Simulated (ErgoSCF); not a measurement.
# UKT2/aug-cc-pCVDZ run of [NH3]+ (SMILES [NH3+])

What is the energy difference between two shapes of [NH3]+ at UKT2/aug-cc-pCVDZ? 

The results are computed with ErgoSCF 3.8.

8 further runs of the same task are left out: 3 that didn't finish, 5 set aside as unsound or not needed.

### 1 The system as given

[NH3]+ has 4 atoms, charge +1, and is taken as a doublet. As SMILES, `[NH3+]`. The shape is that of a GFN2-xTB optimisation.

Bond lengths: N1–H2 1.028 Å, N1–H3 1.028 Å, N1–H4 1.028 Å. Angles: H2–N1–H3 120.0°, H2–N1–H4 120.0°, H3–N1–H4 120.0°.

### 2 A single-point energy at UKT2/aug-cc-pCVDZ

Contents of ergo.in:

```
set_nthreads(1)
molecule_inline Angstrom
N        0.000140      -0.000820      -0.000330
H        0.510700      -0.238750       0.859300
H       -0.995460      -0.239520      -0.089810
H        0.484620       0.479080      -0.769160
EOF
scf.use_diagonalization = 1
tmpdir = "."
basis = "aug-cc-pCVDZ"
scf.output_mulliken_pop = 1
scf.max_number_of_iterations = 150
spin_polarization = 1
charge = 1
XC.type = "GC2"
run "KT2"
```

The run is started by

```
$ ergo < ergo.in
```

Output:

```text
[...]
INDF Weighted mixed functional:
[...]
INSC Energy   1 =         -6.65183138696
[...]
INDE E_LUMO =         -0.51613052539
[...]
INSC Energy  10 =        -57.05669559982  ( diff     -0.000000000039194 )
[...]
RESC CONVERGED after  10 iterations.
RESC FINAL ENERGY:        -57.05669559982
RESC FINAL <S2> =          0.75534816353
[...]
INSC SCF: dipole_moment_x [atomic units] =      -0.00009887
INSC SCF: dipole_moment_y [atomic units] =       0.00032676
INSC SCF: dipole_moment_z [atomic units] =       0.00016375
[...]
```

Wall time 8.4 s (1 thread of Intel Xeon at 2.50GHz (Skylake/Cascade Lake), shared host); peak memory 0.27 GiB.

### 3 The distorted shape at the same level

Contents of job.ego:

```
set_nthreads(1)
scf.use_diagonalization = 1
tmpdir = "."
XC.type = "GC2"
charge = 1
spin_polarization = 1
basis = "aug-cc-pCVDZ"
scf.max_number_of_iterations = 150
scf.output_mulliken_pop = 1
molecule_inline Angstrom
N  0.035511 -0.031702 0.138472
H  0.585592 -0.207768 0.933442
H  -1.085207 -0.266002 -0.157547
H  0.404505 0.430850 -0.705723
EOF
run "KT2"
```

The run is started by

```
$ ergo < job.ego
```

Output:

```text
[...]
INDF Weighted mixed functional:
[...]
INSC Energy   1 =         -6.65123332438
[...]
INDE E_LUMO =         -0.50870353857
[...]
INSC Energy  12 =        -57.03448215573  ( diff     -0.000000000011170 )
[...]
RESC CONVERGED after  12 iterations.
RESC FINAL ENERGY:        -57.03448215573
RESC FINAL <S2> =          0.75671190666
[...]
INSC SCF: dipole_moment_x [atomic units] =      -0.09653610
INSC SCF: dipole_moment_y [atomic units] =      -0.04175623
INSC SCF: dipole_moment_z [atomic units] =       0.05477703
[...]
```

Run time: 8.7 s. Hardware: 1 thread of Intel Xeon at 2.50GHz (Skylake/Cascade Lake), shared host; peak memory 0.27 GiB.

### 4 Results

At UKT2/aug-cc-pCVDZ:

```
                              quantity         value
             first shape: total energy  -57.05670 Eh
                     first shape: ⟨S²⟩         0.755
         distorted shape: total energy  -57.03448 Eh
                 distorted shape: ⟨S²⟩         0.757
energy change with the atoms displaced      0.604 eV
```

**Reading.** With the atoms displaced the energy rises by 0.60 eV (13.9 kcal/mol). The first shape isn't relaxed at this level, so the change isn't measured from a minimum. Mulliken charges (first shape) run from +0.19 on H4 to +0.43 on N1; in a basis this large or diffuse they mean little. Mulliken charges (distorted shape) run from +0.15 on H2 to +0.39 on H3; in a basis this large or diffuse they mean little.
